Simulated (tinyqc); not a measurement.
Inside a calculation. Method: CCSD on RHF in the sto-3g basis, for H2O, spin multiplicity 1. One step of it, computed by the program tinyqc.

Task: Iteration 1: building the Fock matrix. J_ij = sum D_kl (ij|kl), K_ij = sum D_kl (ik|jl); F = H + J - 0.5 K; E = tr D H + tr D J / 2 - 0.25 tr D K + E_nn.

D at the start:
```
            1O 1s      1O 2s    1O 2px     1O 2py     1O 2pz      2H 1s      3H 1s
1O 1s    2.128352  -0.558774  0.000000   0.000000  -0.034423   0.060088   0.060088
1O 2s   -0.558774   2.428891  0.000000   0.000000   0.196163  -0.256889  -0.256889
1O 2px   0.000000   0.000000  2.000000   0.000000   0.000000   0.000000   0.000000
1O 2py   0.000000   0.000000  0.000000   2.202391   0.000000  -0.257652   0.257652
1O 2pz  -0.034423   0.196163  0.000000   0.000000   2.120595  -0.186888  -0.186888
2H 1s    0.060088  -0.256889  0.000000  -0.257652  -0.186888   0.070428   0.010144
3H 1s    0.060088  -0.256889  0.000000   0.257652  -0.186888   0.010144   0.070428
```

core Hamiltonian H = T + V (hartree):
```
             1O 1s      1O 2s     1O 2px     1O 2py     1O 2pz      2H 1s      3H 1s
1O 1s   -32.529636  -7.567528   0.000000   0.000000  -0.013575  -1.080769  -1.080769
1O 2s    -7.567528  -9.154997   0.000000   0.000000  -0.167439  -2.619363  -2.619363
1O 2px    0.000000   0.000000  -7.308573   0.000000   0.000000   0.000000   0.000000
1O 2py    0.000000   0.000000   0.000000  -7.402012   0.000000  -1.503159   1.503159
1O 2pz   -0.013575  -0.167439   0.000000   0.000000  -7.373170  -1.293401  -1.293401
2H 1s    -1.080769  -2.619363   0.000000  -1.503159  -1.293401  -4.360655  -0.959808
3H 1s    -1.080769  -2.619363   0.000000   1.503159  -1.293401  -0.959808  -4.360655
```

Two-electron integrals (ij|kl) in chemists' order, unique and non-zero (hartree):
```
(11|11) 4.785065    (21|11) 0.741380    (21|21) 0.136873    (22|11) 1.118947
(22|21) 0.256633    (22|22) 0.817206    (31|31) 0.024477    (32|31) 0.037809
(32|32) 0.180518    (33|11) 1.115814    (33|21) 0.256684    (33|22) 0.817023
(33|33) 0.880159    (41|41) 0.024477    (42|41) 0.037809    (42|42) 0.180518
(43|43) 0.047444    (44|11) 1.115814    (44|21) 0.256684    (44|22) 0.817023
(44|33) 0.785270    (44|44) 0.880159    (51|51) 0.024477    (52|51) 0.037809
(52|52) 0.180518    (53|53) 0.047444    (54|54) 0.047444    (55|11) 1.115814
(55|21) 0.256684    (55|22) 0.817023    (55|33) 0.785270    (55|44) 0.785270
(55|55) 0.880159    (61|11) 0.106166    (61|21) 0.019454    (61|22) 0.036305
(61|33) 0.036235    (61|41) 0.000680    (61|42) 0.001284    (61|44) 0.036364
(61|51) 0.000566    (61|52) 0.001068    (61|54) 0.000107    (61|55) 0.036324
(61|61) 0.002800    (62|11) 0.281978    (62|21) 0.065588    (62|22) 0.234175
(62|33) 0.230026    (62|41) 0.003787    (62|42) 0.030049    (62|44) 0.237248
(62|51) 0.003148    (62|52) 0.024984    (62|54) 0.006005    (62|55) 0.235018
(62|61) 0.009522    (62|62) 0.086080    (63|31) 0.006568    (63|32) 0.039295
(63|43) 0.006092    (63|53) 0.005065    (63|63) 0.011703    (64|11) 0.163918
(64|21) 0.038592    (64|22) 0.147116    (64|33) 0.140588    (64|41) 0.008506
(64|42) 0.056974    (64|44) 0.157047    (64|51) 0.001612    (64|52) 0.014699
(64|54) 0.008620    (64|55) 0.143544    (64|61) 0.005827    (64|62) 0.065750
(64|64) 0.061357    (65|11) 0.136292    (65|21) 0.032088    (65|22) 0.122321
(65|33) 0.116893    (65|41) 0.001612    (65|42) 0.014699    (65|44) 0.120448
(65|51) 0.007908    (65|52) 0.051517    (65|54) 0.009048    (65|55) 0.129482
(65|61) 0.004845    (65|62) 0.054669    (65|64) 0.041285    (65|65) 0.046030
(66|11) 0.449357    (66|21) 0.106190    (66|22) 0.436715    (66|33) 0.419922
(66|41) 0.007320    (66|42) 0.081850    (66|44) 0.449392    (66|51) 0.006087
(66|52) 0.068055    (66|54) 0.024503    (66|55) 0.440296    (66|61) 0.015516
(66|62) 0.210455    (66|64) 0.183483    (66|65) 0.152559    (66|66) 0.774606
(71|11) 0.106166    (71|21) 0.019454    (71|22) 0.036305    (71|33) 0.036235
(71|41) -0.000680   (71|42) -0.001284   (71|44) 0.036364    (71|51) 0.000566
(71|52) 0.001068    (71|54) -0.000107   (71|55) 0.036324    (71|61) 0.002759
(71|62) 0.009236    (71|64) 0.005208    (71|65) 0.004704    (71|66) 0.014940
(71|71) 0.002800    (72|11) 0.281978    (72|21) 0.065588    (72|22) 0.234175
(72|33) 0.230026    (72|41) -0.003787   (72|42) -0.030049   (72|44) 0.237248
(72|51) 0.003148    (72|52) 0.024984    (72|54) -0.006005   (72|55) 0.235018
(72|61) 0.009236    (72|62) 0.068624    (72|64) 0.036468    (72|65) 0.042358
(72|66) 0.135433    (72|71) 0.009522    (72|72) 0.086080    (73|31) 0.006568
(73|32) 0.039295    (73|43) -0.006092   (73|53) 0.005065    (73|63) 0.008993
(73|73) 0.011703    (74|11) -0.163918   (74|21) -0.038592   (74|22) -0.147116
(74|33) -0.140588   (74|41) 0.008506    (74|42) 0.056974    (74|44) -0.157047
(74|51) -0.001612   (74|52) -0.014699   (74|54) 0.008620    (74|55) -0.143544
(74|61) -0.005208   (74|62) -0.036468   (74|64) -0.010844   (74|65) -0.022081
(74|66) -0.065874   (74|71) -0.005827   (74|72) -0.065750   (74|74) 0.061357
(75|11) 0.136292    (75|21) 0.032088    (75|22) 0.122321    (75|33) 0.116893
(75|41) -0.001612   (75|42) -0.014699   (75|44) 0.120448    (75|51) 0.007908
(75|52) 0.051517    (75|54) -0.009048   (75|55) 0.129482    (75|61) 0.004704
(75|62) 0.042358    (75|64) 0.022081    (75|65) 0.034757    (75|66) 0.091068
(75|71) 0.004845    (75|72) 0.054669    (75|74) -0.041285   (75|75) 0.046030
(76|11) 0.094093    (76|21) 0.022111    (76|22) 0.086457    (76|33) 0.084320
(76|44) 0.085924    (76|51) 0.001609    (76|52) 0.015562    (76|55) 0.089031
(76|61) 0.003180    (76|62) 0.032096    (76|64) 0.021352    (76|65) 0.022937
(76|66) 0.084019    (76|71) 0.003180    (76|72) 0.032096    (76|74) -0.021352
(76|75) 0.022937    (76|76) 0.015352    (77|11) 0.449357    (77|21) 0.106190
(77|22) 0.436715    (77|33) 0.419922    (77|41) -0.007320   (77|42) -0.081850
(77|44) 0.449392    (77|51) 0.006087    (77|52) 0.068055    (77|54) -0.024503
(77|55) 0.440296    (77|61) 0.014940    (77|62) 0.135433    (77|64) 0.065874
(77|65) 0.091068    (77|66) 0.295054    (77|71) 0.015516    (77|72) 0.210455
(77|74) -0.183483   (77|75) 0.152559    (77|76) 0.084019    (77|77) 0.774606
```

nuclear repulsion = 7.61234121 hartree

Give: Coulomb J; exchange K; Fock matrix F; total energy of this density.

Result:

Coulomb J (hartree):
```
         1O 1s   1O 2s  1O 2px  1O 2py  1O 2pz  2H 1s   3H 1s
1O 1s   18.659   3.560   0.000   0.000   0.003  0.506   0.506
1O 2s    3.560   8.834   0.000   0.000  -0.001  2.445   2.445
1O 2px   0.000   0.000   8.828   0.000   0.000  0.000   0.000
1O 2py   0.000   0.000   0.000   8.825   0.000  1.506  -1.506
1O 2pz   0.003  -0.001   0.000   0.000   8.825  1.251   1.251
2H 1s    0.506   2.445   0.000   1.506   1.251  4.371   0.879
3H 1s    0.506   2.445   0.000  -1.506   1.251  0.879   4.371
```

exchange K (hartree):
```
        1O 1s  1O 2s  1O 2px  1O 2py  1O 2pz  2H 1s   3H 1s
1O 1s   9.848  1.720   0.000   0.000   0.001  0.259   0.259
1O 2s   1.720  2.870   0.000   0.000   0.005  0.685   0.685
1O 2px  0.000  0.000   2.367   0.000   0.000  0.000   0.000
1O 2py  0.000  0.000   0.000   2.366   0.000  0.315  -0.315
1O 2pz  0.001  0.005   0.000   0.000   2.364  0.261   0.261
2H 1s   0.259  0.685   0.000   0.315   0.261  0.267   0.158
3H 1s   0.259  0.685   0.000  -0.315   0.261  0.158   0.267
```

Fock matrix F (hartree):
```
          1O 1s   1O 2s  1O 2px  1O 2py  1O 2pz   2H 1s   3H 1s
1O 1s   -18.795  -4.867   0.000   0.000  -0.011  -0.704  -0.704
1O 2s    -4.867  -1.756   0.000   0.000  -0.171  -0.517  -0.517
1O 2px    0.000   0.000   0.336   0.000   0.000   0.000   0.000
1O 2py    0.000   0.000   0.000   0.240   0.000  -0.155   0.155
1O 2pz   -0.011  -0.171   0.000   0.000   0.270  -0.173  -0.173
2H 1s    -0.704  -0.517   0.000  -0.155  -0.173  -0.123  -0.160
3H 1s    -0.704  -0.517   0.000   0.155  -0.173  -0.160  -0.123
```

total energy of this density = -73.29199 hartree
